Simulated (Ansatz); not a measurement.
# BClHO radical: basis-set convergence

The task here is to estimate one member of a computed series from the others.

Method: one geometry, several basis sets; program: Ansatz 0.2.0, Gaussian basis.

Levels to be run: PBE0-D4/def2-SVP; ωB97M-V/def2-SVP; PBE0-D4/def2-QZVPP; ωB97M-V/def2-QZVPP; the functionals' def2-TZVPP values are taken from earlier runs.

### The geometry

An earlier PBE0-D4 in a triple-zeta def2 set relaxation fixed the geometry.

SMILES `O[B]Cl`, 4 atoms, charge 0, spin multiplicity 2.

Atoms are counted from 1 here; the program's logs count them from 0.

Bond lengths: O1–B2 1.334 Å, O1–H4 0.961 Å, B2–Cl3 1.740 Å. Angles: B2–O1–H4 113.5°, O1–B2–Cl3 122.2°.

The first run:

The input, in.yaml:

```yaml
crystal:
  periodic: [false, false, false]
  atoms:
    - {symbol: O, position_ang: [0.545621, 0.191089, -0.589287]}
    - {symbol: B, position_ang: [-0.429866, 0.065638, 0.312598]}
    - {symbol: Cl, position_ang: [-0.557166, -1.323182, 1.352882]}
    - {symbol: H, position_ang: [0.497012, 1.006156, -1.096494]}
basis:
  gaussian: {orbitals: def2-SVP}
magnetization: {spin_polarized: true, initial_magnetization: 1}
hamiltonian: {xc: pbe0, dispersion: d4}
output: {orbitals: {seedname: orbitals}}
```

Steps of the session up to this table: PBE0-D4 in def2-SVP; ωB97M-V in def2-SVP; PBE0-D4 in def2-QZVPP; ωB97M-V in def2-QZVPP.

One table of the session follows, with a row left open; its other results are not shown here.

It belongs to the step «Density functionals: the series». 

| functional | basis | HOMO (eV) | LUMO (eV) |
| --- | --- | --- | --- |
| PBE0-D4 | def2-SVP | -6.00 | -1.40 |
| PBE0-D4 | def2-TZVPP | -6.18 | -1.67 |
| PBE0-D4 | def2-QZVPP | -6.21 | -1.71 |
| ωB97M-V | def2-SVP | -7.81 | 0.24 |
| ωB97M-V | def2-TZVPP | ? | ? |
| ωB97M-V | def2-QZVPP | -8.08 | -0.28 |

Q: Estimate the row for ωB97M-V, def2-TZVPP from the others.

**Answer.** HOMO (eV): -8.04; LUMO (eV): -0.22. In the column «HOMO (eV)» it lies between ωB97M-V, def2-QZVPP (-8.08) and ωB97M-V, def2-SVP (-7.81).
